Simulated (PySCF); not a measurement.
**The bond of NO−, level by level**

One job finds the state of NO−, follows it along the bond with each method and fits the curves.

Computed with PySCF 2.14.0. Level: N aug-cc-pVDZ-DK, O aug-cc-pVDZ-DK, spin-free X2C with a Gaussian nucleus.

2 further runs of the same task are left out: 2 set aside as unsound or not needed.

### 1 Input

The job is set up so:

| Property | Result |
| --- | --- |
| atoms | N, O |
| charge | -1 |
| basis | N aug-cc-pVDZ-DK, O aug-cc-pVDZ-DK |
| Hamiltonian | spin-free X2C with a Gaussian nucleus |
| basis functions | 46 |
| electrons treated | 16 |
| masses in u | 14.0031, 15.9949 |
| levels | PBE0, PBE, r²SCAN, TPSS, TPSSh, revPBE, LC-ωPBE, MP2, SCS-MP2, CCSD, CCSD(T) |
| grid | 80 radial by 434 angular points |
| occupations | held fixed by the projection of orbital angular momentum |
| dissociation limit | N + O−, each in its ground configuration |
| starting distance in angstrom | 1.355 |
| values of 2S to try | 0, 2, 4 |

Started as:

```
OMP_NUM_THREADS=1 python dia.py task.json out
```

The runs that follow: First curve: PBE0; Excited determinants; PBE (GGA); r²SCAN (meta-GGA); TPSS (meta-GGA); TPSSh; revPBE (GGA); LC-ωPBE (range-separated hybrid); Adding correlation.

Q: Predict the outcome of this session. Wanted: for each run, Re; ωe; De; μ.

As calculated:

Lowest PBE0 solution found, without spin–orbit coupling: ³Σ⁻ (triplet), unpaired electrons π ↑↑. State 2 has its PBE0 minimum 0.37 eV higher, as a spin-mixed determinant (⟨S²⟩ = 1.01), so this is no gap between pure states. State 3 has its PBE0 minimum 1.37 eV higher. The other levels ran on the lowest alone.

```csv
level,Re (Å),ωe (cm⁻¹),De (eV),μ (D)
ROHF-MP2,1.266,1524,4.93,n/a
ROHF-SCS-MP2,1.267,1501,4.69,n/a
ROHF-CCSD,1.275,1400,4.35,n/a
ROHF-CCSD(T),1.283,1360,4.55,n/a
PBE,1.272,1369,5.87,1.33
revPBE,1.278,1349,5.55,1.29
TPSS,1.278,1352,5.41,1.16
r²SCAN,1.267,1407,5.30,1.12
TPSSh,1.270,1399,5.24,1.07
PBE0,1.255,1476,5.36,1.08
LC-ωPBE,1.251,1541,5.37,0.98
```

De is counted to N + O− in their ground configurations. A positive dipole points from N to O; in an ion it is taken about the centre of mass and does not tell which atom is negative.

In words: The methods spread over 0.032 Å in bond length, from LC-ωPBE to ROHF-CCSD(T). Of the levels with a De here, ROHF-CCSD gives the least (4.35 eV) and PBE the most (5.87 eV).

Correlated steps freeze 2 core orbitals. T1 is 0.040 near the minimum (highest on the curve 0.066), which may point to more than one leading configuration. With some functionals the highest level of the anion is positive, from self-interaction error or because the anion is truly unbound there; the finite basis then holds the extra electron, and no neutral molecule was run to test the binding.
